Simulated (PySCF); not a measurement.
Molecule: SMILES C/C=C\[C@H](C)F, C5H9F.

Geometry (Å), atoms numbered from 1 in this order:
```xyz
15

C     1.862    0.687   -0.170
C     1.267   -0.334    0.741
C     0.087   -0.919    0.614
C    -0.912   -0.671   -0.477
C    -1.808    0.525   -0.167
F    -1.715   -1.795   -0.605
H     2.877    0.396   -0.438
H     1.922    1.647    0.342
H     1.281    0.816   -1.078
H     1.883   -0.592    1.593
H    -0.245   -1.640    1.348
H    -0.429   -0.550   -1.455
H    -2.562    0.636   -0.943
H    -2.306    0.374    0.788
H    -1.207    1.428   -0.115
```

Frames of a GFN2-xTB Langevin trajectory at 600 K; GIAO PBE0/pcSseg-1 shieldings in PySCF, gas phase, non-relativistic; equivalent atoms averaged within each frame.

Scale: 13C (186.93 ppm), 1H (31.72 ppm) against TMS; CFCl3 for 19F (170.95 ppm) (reference shieldings calculated alike). The references are static minima.

**Question.** How do the shifts (ppm) fluctuate along the trajectory?

**Answer.** 
```csv
time (fs),C2,C3,C4,C5,C1,F6,H10,H11,H12,H7/H8/H9
optimised geometry,131.6,142.1,90.4,24.8,16.9,-210.4,5.70,6.13,5.67,1.70
250,142.8,132.0,81.7,27.7,24.3,-204.9,6.82,5.94,5.40,2.77
425,132.4,128.1,87.5,30.2,18.7,-181.4,5.65,6.26,6.80,1.64
625,134.5,161.8,95.0,30.7,20.3,-201.6,5.94,7.97,5.64,2.13
800,144.2,159.5,82.7,27.4,13.1,-192.1,6.82,6.59,5.85,1.63
1000,137.4,157.2,116.2,28.1,11.2,-126.1,6.31,6.72,7.00,2.30
mean of frames,138.2,147.7,92.6,28.8,17.5,-181.2,6.31,6.70,6.14,2.09
standard deviation,5.1,16.2,14.2,1.5,5.4,32.1,0.53,0.78,0.72,0.48
```

5 frames give an uncertainty of the mean of about the standard deviation over 2.2 at best, since frames this close in time may not be independent; classical motion lacks zero-point vibration, and the reference would need the same averaging.
